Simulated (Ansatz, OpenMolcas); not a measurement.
**From OpenMolcas to Ansatz**

OpenMolcas 26.06 runs this on P2H4 (diphosphine):

run.inp:
```
&GATEWAY
  BasLib=$CurrDir
  Coord
  6
  angstrom
  P        0.365100      -1.048800      -0.082300
  P       -0.365200       1.049100       0.078100
  H       -0.497000      -1.521600       0.945000
  H       -0.572100      -1.392900      -1.094900
  H        0.502800       1.524600      -0.942900
  H        0.566400       1.389600       1.097000
  Basis=aug-cc-pVDZ
  Group=NoSym

&SEWARD
  GridInput
  Grid=UltraFine
  End of Grid

&SCF
  KSDFT=2
  1.0 MGGA_X_R2SCAN
  1.0 MGGA_C_R2SCAN
  Thresholds=1e-10 1e-07 1e-07 1e-05
  PrOrbitals=1 2

&ALASKA
```

```bash
$ export MOLCAS_MEM=1860
$ pymolcas run.inp > run.log
```

(Basis files named in the input come from the Basis Set Exchange and aren't shown.)

The shape is that of a PBE0-D4/def2-TZVP optimisation. This is one conformer, not always the lowest.

It gives a total energy of -685.041951 Eh.

Task: How is this level of theory, on these atoms, set up in Ansatz 0.2.0 as an input file of the program's own, asking for the energy?

Result: This input was run:

job.yaml:
```yaml
crystal:
  periodic: [false, false, false]
  atoms:
    - {symbol: P, position_ang: [0.365100, -1.048800, -0.082300]}
    - {symbol: P, position_ang: [-0.365200, 1.049100, 0.078100]}
    - {symbol: H, position_ang: [-0.497000, -1.521600, 0.945000]}
    - {symbol: H, position_ang: [-0.572100, -1.392900, -1.094900]}
    - {symbol: H, position_ang: [0.502800, 1.524600, -0.942900]}
    - {symbol: H, position_ang: [0.566400, 1.389600, 1.097000]}
basis:
  gaussian:
    orbitals: aug-cc-pVDZ
hamiltonian:
  xc: r2scan
accuracy: high
output: {orbitals: {seedname: orbitals}}
```

```bash
$ ansatz run job.yaml --threads 1 --pin off --max-ram 3480MiB --events-out events.jsonl --progress --plain --runs-dir runs
```

Its energy is -685.041936 Eh, 0.015 mEh from the first.
